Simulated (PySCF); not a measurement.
**How the method changes the constants of SO⁺**

State: ²Π (doublet), unpaired electrons π ↑. Set-up: PySCF, spin-free X2C with a Gaussian nucleus, basis sets S x2c-SVPall, O x2c-SVPall. De refers to S⁺ + O in their high-spin ground configurations, without counterpoise correction. The functionals are run spin-unrestricted. A positive dipole points towards O; it is taken about the centre of mass and depends on that origin. Levels whose curve was spin-contaminated or gave no clean fit are not listed.

```json
{"Level": "UHF-CCSD", "Re (Å)": "1.443", "ωe (cm⁻¹)": "1340", "De (eV)": "3.79", "μ (D)": "n/a"}
{"Level": "PBE", "Re (Å)": "1.460", "ωe (cm⁻¹)": "1278", "De (eV)": "5.79", "μ (D)": "-2.22"}
{"Level": "TPSS", "Re (Å)": "1.457", "ωe (cm⁻¹)": "1285", "De (eV)": "5.25", "μ (D)": "-2.22"}
{"Level": "r²SCAN", "Re (Å)": "1.444", "ωe (cm⁻¹)": "1335", "De (eV)": "5.02", "μ (D)": "-2.31"}
{"Level": "r²SCANh", "Re (Å)": "1.436", "ωe (cm⁻¹)": "1371", "De (eV)": "4.72", "μ (D)": "-2.37"}
{"Level": "PBE0", "Re (Å)": "1.433", "ωe (cm⁻¹)": "1393", "De (eV)": "4.84", "μ (D)": "-2.40"}
```

Task: What does the step from GGA to meta-GGA do here, going from PBE to r²SCAN?

Result: r²SCAN less PBE: -1.6 pm in Re, +4.5 % in ωe, -0.77 eV in De. 

Correlated steps freeze 6 core orbitals. Correlated levels converge slowly with the basis: in double zeta they bind strong bonds too weakly, by up to about 1 eV, and carry superposition errors of some tenths. For an ion De counts to the pair picked by the measured ionisation energies or electron affinities, which need not be the lowest pair at this level. The state is the lowest determinant that a PBE0 search found; another state may lie lower at other levels.

The whole job (state search and all levels along the bond) took about 1.2 min on 1 thread of Arm Neoverse V2 (shared host), peak memory 0.4 GiB.
